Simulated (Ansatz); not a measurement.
Relaxation of BH5N (7 atoms, charge 0, multiplicity 2), to a largest force component of 0.03 eV/Å in at most 50 steps.

The calculation used UKS BLYP-D4/def2-SVP (Ansatz).

```xyz
7
Properties=species:S:1:pos:R:3:forces:R:3
B 0.001 0.020 -0.104 -0.07 -0.02 -0.32
H 0.071 0.122 1.091 0.03 0.03 0.28
H 1.014 0.016 -0.766 0.03 0.00 0.00
H -1.078 -0.080 -0.647 0.01 0.00 0.02
N 0.355 -0.284 3.296 0.00 -0.02 0.02
H -0.656 -0.544 3.391 -0.01 -0.01 0.00
H 0.293 0.751 3.448 0.01 0.02 0.00
```

**Question.** Where does it end, and by what steps?

**Answer.** It converged. The force dipped under the threshold on the way, but the program's further checks kept it going. After 25 steps the energy has fallen by 2.412 eV; H2 moved furthest, 1.29 Å. Joined: B1–N5 (3.43 → 1.46 Å).

| step | energy less start (eV) | largest force component (eV/Å) | accepted |
| --- | --- | --- | --- |
| 0 | 0.0000 | 0.322 | yes |
| 1 | -0.0016 | 0.139 | yes |
| 2 | -0.0014 | 0.260 | no |
| 3 | -0.0029 | 0.075 | yes |
| 4 | -0.0041 | 0.013 | yes |
| 5 | -0.0050 | 0.238 | yes |
| 6 | -0.0014 | 0.342 | no |
| 7 | -0.0081 | 0.082 | yes |
| 8 | -0.0146 | 0.098 | yes |
| 9 | -0.0297 | 0.206 | yes |
| 10 | -0.0611 | 0.468 | yes |
| 11 | -0.1287 | 0.836 | yes |
| 12 | -0.2945 | 0.975 | yes |
| 13 | -0.6437 | 1.243 | yes |
| 14 | -1.1982 | 1.845 | yes |
| 15 | -1.7391 | 2.707 | yes |
| 16 | -2.1642 | 3.594 | yes |
| 17 | -2.3400 | 1.467 | yes |
| 18 | -2.3849 | 0.385 | yes |
| 19 | -2.3891 | 0.461 | yes |
| 20 | -2.3485 | 0.555 | no |
| 21 | -2.4066 | 0.240 | yes |
| 22 | -2.4105 | 0.130 | yes |
| 23 | -2.4118 | 0.056 | yes |
| 24 | -2.4119 | 0.033 | yes |
| 25 | -2.4119 | 0.012 | yes |

```xyz
7
Properties=species:S:1:pos:R:3
B -0.102 0.041 0.805
H 0.016 1.281 0.527
H 1.038 -0.114 0.252
H -1.027 -0.529 0.256
N -0.002 -0.172 2.251
H -0.652 -0.755 2.787
H 0.728 0.249 2.832
```

Time of the run: 15 s on 1 thread of AMD EPYC 9R45 96-Core Processor (Zen 5), with other jobs on the host, peak memory 0.14 GiB.
